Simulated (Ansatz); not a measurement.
Saddle point of Si2NH9, singlet (Si₂H₆ ([SiH3][SiH3]) + NH₃ → SiNH₅ ([NH2][SiH3]) + SiH₄; bonds formed: Si1–N7, Si2–H6; bonds broken: Si1–Si2, H6–N7), PBE0-D4/def2-TZVP structure:

```xyz
12
angstrom
Si -1.2271 0.5057 -0.2779
Si 0.8658 -1.4379 0.7459
H -2.1022 1.5588 -0.8945
H -1.5256 0.5003 1.1640
H -1.4407 -0.7224 -1.0642
H 0.9694 0.5522 -0.1899
N 0.3894 1.3651 -0.6550
H 1.8375 -1.4277 1.8973
H -0.3174 -2.1759 1.3181
H 1.4587 -2.4526 -0.1970
H 0.5874 1.4657 -1.6489
H 0.5051 2.2685 -0.1979
```

Energies are electronic, without zero-point energy. Barriers and step energies count from the start structure reached by relaxing down the imaginary mode; all methods use the PBE0-D4 structures, on which another method's saddle can fall below an end. Computed with Ansatz 0.2.0 (basis: def2-TZVPP, with def2-QZVPP for the basis limit); correlated methods freeze the cores. B3LYP uses VWN-RPA correlation. Extrapolation: Hartree–Fock as exp(−7.88 √X), correlation as X^−2.97.

```csv
method,barrier (kJ/mol),step energy (kJ/mol)
SPW92,129.7,-8.1
PBE-D4,154.1,-9.6
BLYP-D4,?,-25.4
r2SCAN-D4,?,-22.6
B97M-V,?,-21.1
PBE0-D4,166.6,-15.6
B3LYP-D4,175.0,-29.4
r2SCAN0-D4,175.1,-25.3
BHLYP-D4,190.2,-35.9
CAM-B3LYP-D4,181.7,-35.7
wB97X-V,187.9,-28.3
wB97M-V,176.6,-31.1
B2PLYP,182.1,-35.5
PBE-QIDH,178.7,-26.4
RPA on PBE,186.1,-33.2
HF,224.6,-54.6
MP2,182.7,-36.3
CCSD,192.3,-33.2
CCSD(T),184.8,-29.8
```

Question: Fill in the withheld barriers. (Judge from chemistry; the value comes from the calculation.)

Answer: Computed: r2SCAN-D4 168.6; B97M-V 180.7; BLYP-D4 164.9 kJ/mol. Each is the energy of the saddle less that of the start structure, by the same method.

For comparison, the barrier by CCSD(T) at an estimated basis limit (MP2 extrapolated from triple and quadruple zeta, plus CCSD(T) − MP2 in triple zeta) is 183.9 kJ/mol.

T1 diagnostic: at most 0.013.

Labels in which every atom is bracketed show which atoms are joined, not bond orders.

For scale, one of the runs: CCSD(T)/def2-TZVPP, 241 basis functions, launched by `ansatz run in.yaml --threads 4 --pin off --events-out ev --progress --plain --max-ram 9574MiB`. The run took 74 s on 4 CPU threads of an Arm Neoverse V1 (shared host), with 4.3 GiB of host memory at its peak.
